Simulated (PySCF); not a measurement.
Working out the ionisation energy of S

S [Ne] 3s2 3p4 (3P) → S+ [Ne] 3s2 3p3 (4S). Calculation: PySCF 2.14, in cc-pVTZ-DK (5s4p2d1f, 34 functions); the spin-free X2C one-electron Hamiltonian (Gaussian nucleus). Frozen: [Ne]. Energies in hartree (1 hartree = 27.21139 eV):

```tsv
part	S (lower)	S+ (upper)
UHF	-398.590171	-398.251507
CCSD correlation	-0.139456	-0.108787
(T)	-0.004595	-0.003437
```

Problem. What does Hartree-Fock give?

Solution. (-398.251507) − (-398.590171) = 0.338664 hartree = 9.216 eV.

Problem. What do CCSD and CCSD(T) give?

Solution. The CCSD correlation energies differ by 0.030669 hartree = 0.835 eV and the triples by 0.001158 hartree = 0.032 eV, so CCSD gives 10.051 eV and CCSD(T) 10.083 eV.

Measured between the centres of the two terms (NIST): 10.336 eV, so CCSD(T) (valence) is off by -0.253 eV.

What remains against the reference includes basis incompleteness, the frozen core and higher excitations.
